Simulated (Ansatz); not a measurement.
Molecule: propyl chloride, C₃H₇Cl, charge 0, multiplicity 1. SMILES: C(C)CCl
Geometry from a B3LYP-D3(BJ)/def2-TZVP (Ansatz, a program for electronic structure) optimisation:
```
C
H 1 1.0920
H 1 1.0920 2 106.81
C 1 1.5158 2 109.09 3 117.79
H 4 1.0883 1 111.73 2 -177.01
H 4 1.0883 5 108.92 1 123.92
C 1 1.5283 2 110.25 3 -119.79
H 7 1.0907 1 110.74 2 58.84
H 7 1.0923 8 107.73 1 -121.98
H 7 1.0923 8 107.73 9 -116.03
Cl 4 1.8082 5 106.18 6 113.97
```

Cost and error of PBE with Ansatz in habitual basis sets for the enthalpy of formation at 298 K (kcal/mol). Set-up: dispersion terms only where a functional's name holds one; 6-311+G** with 5d, 6d on Na to Ar in Ansatz; spin-orbit terms left out; non-relativistic; LANL2DZ with its own core potentials from Na on; 6-31G* and kin with 6d, 5d where marked; UHF or UKS for open shells. Ab initio and DFT rows: single points at B3LYP-D3(BJ) geometries (Ansatz), with unscaled harmonic terms from B3LYP/6-31G* at its own minima, enthalpies of formation by atomisation with measured atoms. Costs are core time of energy and forces over that of the cheapest set, on one shared machine, to one figure and rough; under a factor of 2 they don't order.

Measured values: G2/97 table in ASE (Curtiss et al.); they hold spin-orbit and core effects, anharmonicity and other conformers. 

Value to compare with: -31.5 kcal/mol.

| level | relative cost | enthalpy of formation at 298 K (kcal/mol) | error |
|---|---|---|---|
| PBE/STO-3G | 1× | -247.2 | -215.7 |
| PBE/LANL2DZ | 1× | -24.5 | 7.0 |
| PBE/6-31G* | 2× | -48.3 | -16.8 |
| PBE/def2-SVP | 2× | -48.4 | -16.9 |
| PBE/3-21G | 2× | -40.1 | -8.6 |
| PBE/6-311+G** | 5× | -39.2 | -7.7 |

The dearest set gives -7.7 kcal/mol. A small set can land close by cancelling terms.
